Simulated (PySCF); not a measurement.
# NO: from the state search to spectroscopic constants, part 1 of 2

One job finds the state of NO, follows it along the bond with each method and fits the curves.

Computed with PySCF 2.14.0. Level: N cc-pVTZ, O cc-pVTZ, no relativity.

**1. Set-up**

A driver script around PySCF takes these settings:

```json
{
 "atoms": "N, O",
 "charge": "0",
 "basis": "N cc-pVTZ, O cc-pVTZ",
 "Hamiltonian": "no relativity",
 "basis functions": "60",
 "electrons treated": "15",
 "masses in u": "14.0031, 15.9949",
 "levels": "PBE0, PBE, r²SCAN, r²SCAN0, r²SCANh, TPSSh, HF, MP2, SCS-MP2, CCSD, CCSD(T)",
 "grid": "80 radial by 434 angular points",
 "occupations": "held fixed by the projection of orbital angular momentum",
 "dissociation limit": "N + O, each in its ground configuration",
 "starting distance in angstrom": "1.255",
 "values of 2S to try": "1, 3, 5"
}
```

Started as:

```
$ OMP_NUM_THREADS=1 python dia.py task.json out
```

The job searches for the state first and then visits each distance with every level. Its results follow level by level.

**2. State search with unrestricted PBE0**

At the starting distance of 1.255 Å the search finds these solutions (others can lie among them):

```tsv
2Ms+1	unpaired	term	E (eV)	⟨S²⟩	⟨Lz²⟩	μ (D)
2	π ↑	²Π	0.00	0.76	1.01	-0.18
4	π ↑↑↑	⁴Π	4.46	3.76	1.00	0.75
4	σ ↑, π ↑↑	⁴Σ⁻	4.93	3.76	0.00	-0.85
```

3 of 7 solutions are listed, lowest first.

A term symbol stands only where ⟨S²⟩ and ⟨Lz²⟩ are near those of a pure state. A positive dipole means N(−)O(+).

Followed over a short scan are these candidates:

```tsv
2Ms+1	unpaired	R at minimum (Å)	energy at minimum (eV)
2	π ↑	1.14	0.00
4	π ↑↑↑	not bracketed	≤ 4.55
```

The search made 7 SCF attempts at the starting distance; with the short scans it took 5.2 s of wall time (1 thread of Intel Xeon 6975P-C (Granite Rapids), shared host).

**3. First curve: PBE0**

State followed: ²Π (doublet), unpaired electrons π ↑. The scan is laid around 1.143 Å.

The SCF at the reference distance, 1.143 Å, printed:

```text
******** <class 'pyscf.dft.uks_symm.SymAdaptedUKS'> ********
method = SymAdaptedUKS
initial guess = minao
damping factor = 0
level_shift factor = 0
DIIS = <class 'pyscf.scf.diis.CDIIS'>
diis_start_cycle = 1
diis_space = 10
diis_damp = 0
SCF conv_tol = 1e-09
SCF conv_tol_grad = None
SCF max_cycles = 60
direct_scf = False
max_memory 909 MB (current use 313 MB)
number electrons alpha = 8  beta = 7
XC library pyscf.dft.libxc version 7.0.0
    S. Lehtola, C. Steigemann, M. J.T. Oliveira, and M. A.L. Marques.,  SoftwareX 7, 1–5 (2018)
XC functionals = PBE0
    C. Adamo and V. Barone.,  J. Chem. Phys. 110, 6158 (1999)
    M. Ernzerhof and G. E. Scuseria.,  J. Chem. Phys. 110, 5029 (1999)
small_rho_cutoff = 0
Overwritten attributes  get_k get_j get_hcore get_jk get_occ  of <class 'pyscf.dft.uks_symm.SymAdaptedUKS'>
<class 'pyscf.dft.uks_symm.SymAdaptedUKS'> does not have attributes  refdm
Set gradient conv threshold to 3.16228e-05
init E= -129.822074538851
cycle= 1 E= -129.799728114504  delta_E= 0.0223  |g|= 0.0215  |ddm|= 0.057
cycle= 2 E= -129.799243441003  delta_E= 0.000485  |g|= 0.0442  |ddm|= 0.0549
cycle= 3 E= -129.799894182275  delta_E= -0.000651  |g|= 0.00455  |ddm|= 0.0403
cycle= 4 E= -129.799900928456  delta_E= -6.75e-06  |g|= 0.000782  |ddm|= 0.00557
cycle= 5 E= -129.799901191945  delta_E= -2.63e-07  |g|= 0.000123  |ddm|= 0.0011
cycle= 6 E= -129.79990121422  delta_E= -2.23e-08  |g|= 6.14e-05  |ddm|= 0.000336
cycle= 7 E= -129.799901225808  delta_E= -1.16e-08  |g|= 2.32e-05  |ddm|= 0.000311
cycle= 8 E= -129.799901227436  delta_E= -1.63e-09  |g|= 5.31e-06  |ddm|= 0.000137
cycle= 9 E= -129.799901227509  delta_E= -7.31e-11  |g|= 1.39e-06  |ddm|= 2.72e-05
Extra cycle  E= -129.79990122751  delta_E= -9.66e-13  |g|= 1.86e-06  |ddm|= 3.64e-06
converged SCF energy = -129.79990122751  <S^2> = 0.75337242  2S+1 = 2.0033696
```

The curve and what changes along it:

```tsv
R (Å)	E (eV)	μ (D)	Mulliken charge of N (e)	Mayer bond order	⟨S²⟩	HOMO (eV)	LUMO (eV)
0.9830	2.0995	0.55	-0.21	2.28	0.75	-4.08	-0.48
1.0287	0.9403	0.43	-0.14	2.27	0.75	-4.76	-1.13
1.0744	0.2936	0.30	-0.08	2.27	0.75	-5.37	-1.72
1.1087	0.0628	0.21	-0.03	2.26	0.75	-5.80	-2.14
1.1430	0.0000	0.12	0.00	2.25	0.75	-6.20	-2.53
1.1773	0.0690	0.02	0.03	2.24	0.75	-6.56	-2.90
1.2230	0.3158	-0.10	0.06	2.23	0.75	-7.01	-3.35
1.2802	0.7997	-0.24	0.09	2.23	0.76	-7.51	-3.86
1.3487	1.5346	-0.41	0.12	2.21	0.77	-8.01	-4.41
1.4402	2.5851	-0.53	0.12	1.97	1.00	-8.46	-4.74
```

Fit: Re = 1.141 Å, ωe = 2032 cm⁻¹, ωexe = 12.0 cm⁻¹, αe = 0.0154 cm⁻¹, Be = 1.735 cm⁻¹, De = 6.64 eV, μ = 0.12 D.

Orbitals nearest the gap at 1.143 Å:

```tsv
spin	orbital	ε (eV)	filled	made of
β	σ	-34.33	yes	O s 54 %, N s 24 %, N p 11 %
α	σ	-19.35	yes	N s 37 %, O s 33 %, O p 27 %
β	σ	-18.28	yes	O s 33 %, O p 33 %, N s 32 %
α	π	-15.24	yes	O p 60 %, N p 38 %
α	π	-14.37	yes	O p 62 %, N p 36 %
β	π	-14.11	yes	O p 63 %, N p 34 %
α	σ	-13.66	yes	N p 36 %, N s 33 %, O p 28 %
β	π	-13.06	yes	O p 66 %, N p 32 %
β	σ	-12.96	yes	N s 39 %, N p 37 %, O p 24 %
α	π	-6.20	yes	N p 62 %, O p 37 %
α	π	-2.53	no	N p 64 %, O p 35 %
β	π	-2.09	no	N p 66 %, O p 33 %
β	π	-0.84	no	N p 69 %, O p 31 %
α	σ	6.89	no	diffuse, shares unclear
```

Polarisability there: 12.9 bohr³ along the bond, 6.5 across it. Without diffuse functions these come out too small, above all across the bond.

**4. Orbitals, density and potential**

Orbitals, density, ELF and potential are computed afterwards from the orbital file.

Frontier orbitals at PBE0 (alpha spin), with the share of their density that lies nearest to each atom:

```tsv
orbital	energy (eV)	lies on
HOMO	-6.20	N1 61 %; O2 39 %
LUMO	-2.53	N1 63 %; O2 37 %
```

ELF in a plane through or near 2 of the atoms.

Values, 10 rows by 14 columns:
```
0.00 0.00 0.00 0.00 0.00 0.00 0.00 0.00 0.00 0.00 0.00 0.00 0.00 0.00
0.00 0.00 0.00 0.00 0.01 0.01 0.01 0.02 0.02 0.01 0.00 0.00 0.00 0.00
0.00 0.00 0.00 0.03 0.09 0.11 0.11 0.14 0.15 0.08 0.03 0.00 0.00 0.00
0.00 0.00 0.04 0.34 0.57 0.56 0.42 0.48 0.55 0.51 0.26 0.06 0.00 0.00
0.00 0.01 0.15 0.76 0.90 0.61 0.39 0.80 0.58 0.86 0.66 0.22 0.02 0.00
0.00 0.01 0.19 0.81 0.93 0.34 0.15 0.81 0.52 0.88 0.73 0.26 0.03 0.00
0.00 0.00 0.09 0.60 0.80 0.74 0.55 0.68 0.73 0.75 0.49 0.14 0.01 0.00
0.00 0.00 0.01 0.13 0.28 0.30 0.25 0.27 0.33 0.23 0.10 0.02 0.00 0.00
0.00 0.00 0.00 0.01 0.04 0.06 0.07 0.09 0.10 0.04 0.01 0.00 0.00 0.00
0.00 0.00 0.00 0.00 0.00 0.00 0.00 0.00 0.00 0.00 0.00 0.00 0.00 0.00
```
The map spans 6.3 Å across and 5.2 Å up, centred on the molecule. Atoms in the plane (x, y in Å): N1 (-0.6, 0.0), O2 (0.6, 0.0).

On the surface of density 0.002 e/bohr³ the electrostatic potential runs, from the 1st to the 99th percentile, from -0.37 to 0.87 V.

The spin density lies nearest to N1 65 %; O2 35 %.

**5. Other states along the same grid**

State 2: ⁴Π (quartet), unpaired electrons π ↑↑↑, an excited solution.

The SCF at the reference distance, 1.143 Å, printed:

```text
******** <class 'pyscf.dft.uks_symm.SymAdaptedUKS'> ********
method = SymAdaptedUKS
initial guess = minao
damping factor = 0
level_shift factor = 0
DIIS = <class 'pyscf.scf.diis.CDIIS'>
diis_start_cycle = 1
diis_space = 10
diis_damp = 0
SCF conv_tol = 1e-09
SCF conv_tol_grad = None
SCF max_cycles = 60
direct_scf = False
max_memory 909 MB (current use 353 MB)
number electrons alpha = 9  beta = 6
XC library pyscf.dft.libxc version 7.0.0
    S. Lehtola, C. Steigemann, M. J.T. Oliveira, and M. A.L. Marques.,  SoftwareX 7, 1–5 (2018)
XC functionals = PBE0
    C. Adamo and V. Barone.,  J. Chem. Phys. 110, 6158 (1999)
    M. Ernzerhof and G. E. Scuseria.,  J. Chem. Phys. 110, 5029 (1999)
small_rho_cutoff = 0
Set gradient conv threshold to 3.16228e-05
init E= -129.573263155428
cycle= 1 E= -129.558318758361  delta_E= 0.0149  |g|= 0.0131  |ddm|= 0.0556
cycle= 2 E= -129.558327875408  delta_E= -9.12e-06  |g|= 0.0126  |ddm|= 0.0345
cycle= 3 E= -129.558382482949  delta_E= -5.46e-05  |g|= 0.00224  |ddm|= 0.0173
cycle= 4 E= -129.558383869693  delta_E= -1.39e-06  |g|= 0.00015  |ddm|= 0.00249
cycle= 5 E= -129.558383885989  delta_E= -1.63e-08  |g|= 9.3e-05  |ddm|= 0.00044
cycle= 6 E= -129.55838388988  delta_E= -3.89e-09  |g|= 2.52e-05  |ddm|= 0.000153
cycle= 7 E= -129.55838389029  delta_E= -4.11e-10  |g|= 2.37e-06  |ddm|= 6.43e-05
Extra cycle  E= -129.558383890291  delta_E= -9.95e-13  |g|= 2.51e-06  |ddm|= 5.78e-06
converged SCF energy = -129.558383890291  <S^2> = 3.7594145  2S+1 = 4.0047045
```

Re = 1.404 Å, ωe = 1110 cm⁻¹, ωexe = 7.49 cm⁻¹, αe = 0.0128 cm⁻¹, Be = 1.145 cm⁻¹, μ = 0.29 D. Its minimum lies 4.51 eV above that of the lowest state.

Energy (eV) from the lowest point of the lowest state:

```tsv
R (Å)	lowest	state 2
0.983	2.100	12.720
1.029	0.940	10.258
1.074	0.294	8.432
1.109	0.063	7.389
1.143	0.000	6.572
1.177	0.069	5.939
1.223	0.316	5.326
1.280	0.800	4.844
1.349	1.535	4.565
1.440	2.585	4.527
```

**6. PBE**

Output of the SCF at 1.143 Å:

```text
******** <class 'pyscf.dft.uks_symm.SymAdaptedUKS'> ********
method = SymAdaptedUKS
initial guess = minao
damping factor = 0
level_shift factor = 0
DIIS = <class 'pyscf.scf.diis.CDIIS'>
diis_start_cycle = 1
diis_space = 10
diis_damp = 0
SCF conv_tol = 1e-09
SCF conv_tol_grad = None
SCF max_cycles = 60
direct_scf = False
max_memory 909 MB (current use 353 MB)
number electrons alpha = 8  beta = 7
XC library pyscf.dft.libxc version 7.0.0
    S. Lehtola, C. Steigemann, M. J.T. Oliveira, and M. A.L. Marques.,  SoftwareX 7, 1–5 (2018)
XC functionals = PBE
    J. P. Perdew, K. Burke, and M. Ernzerhof.,  Phys. Rev. Lett. 77, 3865 (1996)
    J. P. Perdew, K. Burke, and M. Ernzerhof.,  Phys. Rev. Lett. 78, 1396 (1997)
    J. P. Perdew, K. Burke, and M. Ernzerhof.,  Phys. Rev. Lett. 77, 3865 (1996)
    J. P. Perdew, K. Burke, and M. Ernzerhof.,  Phys. Rev. Lett. 78, 1396 (1997)
small_rho_cutoff = 0
Set gradient conv threshold to 3.16228e-05
init E= -129.80699796988
cycle= 1 E= -129.807900019883  delta_E= -0.000902  |g|= 0.0404  |ddm|= 0.156
cycle= 2 E= -129.801740718436  delta_E= 0.00616  |g|= 0.138  |ddm|= 0.16
cycle= 3 E= -129.808519150078  delta_E= -0.00678  |g|= 0.00602  |ddm|= 0.119
cycle= 4 E= -129.808532708195  delta_E= -1.36e-05  |g|= 0.00111  |ddm|= 0.0116
cycle= 5 E= -129.808533184283  delta_E= -4.76e-07  |g|= 0.000274  |ddm|= 0.00172
cycle= 6 E= -129.808533218474  delta_E= -3.42e-08  |g|= 6.38e-05  |ddm|= 0.000335
cycle= 7 E= -129.80853322162  delta_E= -3.15e-09  |g|= 1.89e-05  |ddm|= 0.000144
cycle= 8 E= -129.808533221989  delta_E= -3.7e-10  |g|= 4.57e-06  |ddm|= 5.78e-05
Extra cycle  E= -129.808533221914  delta_E= 7.53e-11  |g|= 1.56e-05  |ddm|= 1.77e-05
converged SCF energy = -129.808533221914  <S^2> = 0.7517432  2S+1 = 2.0017424
```

Re = 1.159 Å, ωe = 1891 cm⁻¹, ωexe = 12.6 cm⁻¹, αe = 0.0165 cm⁻¹, Be = 1.682 cm⁻¹, De = 7.47 eV, μ = 0.18 D.

**7. r²SCAN**

Output of the SCF at 1.143 Å:

```text
******** <class 'pyscf.dft.uks_symm.SymAdaptedUKS'> ********
method = SymAdaptedUKS
initial guess = minao
damping factor = 0
level_shift factor = 0
DIIS = <class 'pyscf.scf.diis.CDIIS'>
diis_start_cycle = 1
diis_space = 10
diis_damp = 0
SCF conv_tol = 1e-09
SCF conv_tol_grad = None
SCF max_cycles = 60
direct_scf = False
max_memory 909 MB (current use 353 MB)
number electrons alpha = 8  beta = 7
XC library pyscf.dft.libxc version 7.0.0
    S. Lehtola, C. Steigemann, M. J.T. Oliveira, and M. A.L. Marques.,  SoftwareX 7, 1–5 (2018)
XC functionals = R2SCAN
    J. W. Furness, A. D. Kaplan, J. Ning, J. P. Perdew, and J. Sun.,  J. Phys. Chem. Lett. 11, 8208-8215 (2020)
    J. W. Furness, A. D. Kaplan, J. Ning, J. P. Perdew, and J. Sun.,  J. Phys. Chem. Lett. 11, 9248-9248 (2020)
    J. W. Furness, A. D. Kaplan, J. Ning, J. P. Perdew, and J. Sun.,  J. Phys. Chem. Lett. 11, 8208-8215 (2020)
    J. W. Furness, A. D. Kaplan, J. Ning, J. P. Perdew, and J. Sun.,  J. Phys. Chem. Lett. 11, 9248-9248 (2020)
small_rho_cutoff = 0
Set gradient conv threshold to 3.16228e-05
init E= -129.875615182338
cycle= 1 E= -129.876082807788  delta_E= -0.000468  |g|= 0.00681  |ddm|= 0.0577
cycle= 2 E= -129.876050605992  delta_E= 3.22e-05  |g|= 0.0115  |ddm|= 0.0208
cycle= 3 E= -129.876093320603  delta_E= -4.27e-05  |g|= 0.00503  |ddm|= 0.0143
cycle= 4 E= -129.876101743304  delta_E= -8.42e-06  |g|= 0.000641  |ddm|= 0.00513
cycle= 5 E= -129.876102144991  delta_E= -4.02e-07  |g|= 0.000286  |ddm|= 0.0014
cycle= 6 E= -129.876102281856  delta_E= -1.37e-07  |g|= 0.000104  |ddm|= 0.000943
cycle= 7 E= -129.876102309769  delta_E= -2.79e-08  |g|= 2.38e-05  |ddm|= 0.000612
cycle= 8 E= -129.876102310348  delta_E= -5.79e-10  |g|= 7.43e-06  |ddm|= 8.06e-05
Extra cycle  E= -129.876102310208  delta_E= 1.4e-10  |g|= 2.16e-05  |ddm|= 2.56e-05
converged SCF energy = -129.876102310208  <S^2> = 0.75354576  2S+1 = 2.0035426
```

Re = 1.149 Å, ωe = 1958 cm⁻¹, ωexe = 12.4 cm⁻¹, αe = 0.0161 cm⁻¹, Be = 1.710 cm⁻¹, De = 6.60 eV, μ = 0.14 D. 15 s of CPU time for 12 points, integrals apart.

(Continued in part 2 of 2.)
